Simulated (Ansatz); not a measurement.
Candidate structures of AlN, relaxed level by level: AlN (model structure, started from the BeO type, P4₂/mnm, No. 136, 8 atoms in the cell); AlN (model structure, started from the CsCl type, Pm-3m, No. 221, 2 atoms in the cell); AlN (model structure, started from the GeS type, Fm-3m, No. 225, 8 atoms in the cell; like a known high-pressure phase); wurtzite AlN; zinc-blende AlN (metastable phase). Levels: LDA (Ansatz, a program for electronic structure, PAW), PBEsol (Ansatz, PAW).

Problem. Which structure has the lowest energy at each level, and how far above it lie the others?

Solution. Lowest: LDA, wurtzite AlN; PBEsol, wurtzite AlN. Energies above the lowest of these candidates, meV/atom:

```
structure                                                                                                                 LDA  PBEsol
-----------------------------------------------------------------------------------------------------------------------  ----  ------
wurtzite AlN                                                                                                                0       0
zinc-blende AlN (metastable phase)                                                                                         23      22
AlN (model structure, started from the BeO type, P4₂/mnm, No. 136, 8 atoms in the cell)                                    40      38
AlN (model structure, started from the GeS type, Fm-3m, No. 225, 8 atoms in the cell; like a known high-pressure phase)    98     103
AlN (model structure, started from the CsCl type, Pm-3m, No. 221, 2 atoms in the cell)                                   1706    1659
```

All these levels agree on the lowest structure.

Started from a measured cell: zinc-blende AlN (metastable phase); wurtzite AlN.

Static-lattice energies; unlike cells have unlike k meshes, which leaves some meV/atom of uncertainty, and other structures than these can lie lower.

A model structure was made by putting elements into a prototype or built by hand; it is no filed structure, need not be a known phase, and can be a saddle point held by its symmetry.
